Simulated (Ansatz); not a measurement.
Two isomers of C3H6N2O: A = `COCN=C=N`, B = `N/C=N\CC=O`.

Computed with Ansatz on PBE0-D4/def2-TZVP structures; ΔE is electronic, products minus reactants. CCSD(T)/CBS adds triple-zeta CCSD(T) − MP2 to the extrapolated MP2 energy (def2 sets, frozen cores). DFT in def2-TZVPP. One conformer a species, not always the lowest.

A:

```xyz
12

C    -0.435    1.093    1.049
O    -1.198    0.336    0.140
C    -0.641    0.256   -1.130
N     0.498   -0.619   -1.256
C     0.903   -1.451   -0.477
N     1.310   -2.394    0.184
H    -1.005    1.150    1.975
H    -0.260    2.108    0.670
H     0.534    0.626    1.262
H    -1.425   -0.119   -1.792
H    -0.328    1.248   -1.483
H     2.046   -2.235    0.858
```

B:

Z-matrix (Å, degrees):
```
C
C 1 1.505
N 1 1.454 2 107.9
H 1 1.093 2 109.9 3 -117.9
H 1 1.098 2 108.8 3 122.9
O 2 1.206 1 123.5 3 -99.6
H 2 1.108 1 115.9 3 75.9
C 3 1.277 1 116.6 2 74.2
N 8 1.357 3 128.7 1 -0.7
H 8 1.090 3 117.0 1 176.6
H 9 1.010 8 119.5 3 -21.7
H 9 1.004 8 118.0 3 -173.2
```

(1) Which is lower in electronic energy at CCSD(T)/CBS, and by how much? (An estimate is asked.)

(2) Give E(B) − E(A) in kcal/mol with ωB97M-V, CCSD/def2-TZVPP, PBE-D4, r2SCAN-D4, PBE0-D4, HF/def2-TZVPP, CCSD(T)/def2-TZVPP. (Estimate.)

Largest T1 diagnostic: 0.015.

Results:

(1) Ansatz gave: B, by 16.1 kcal/mol.

(2) The calculation gave: ωB97M-V -15.0, CCSD/def2-TZVPP -15.3, PBE-D4 -13.3, r2SCAN-D4 -12.5, PBE0-D4 -14.0, HF/def2-TZVPP -13.6, CCSD(T)/def2-TZVPP -15.2. None reverses the order clearly.

The D4 term adds −0.9 kcal/mol with B3LYP and −0.4 kcal/mol with PBE0; it sums over pairs of atoms, weighted by their polarisabilities, and B3LYP, whose exchange is more repulsive, gets the larger term. From PBE to PBE0 (25 % exact exchange), in def2-TZVPP and without D4, E(B) − E(A) moves by −0.8 kcal/mol.

B3LYP here is the variant with VWN-RPA as its local correlation; programs differ in this.
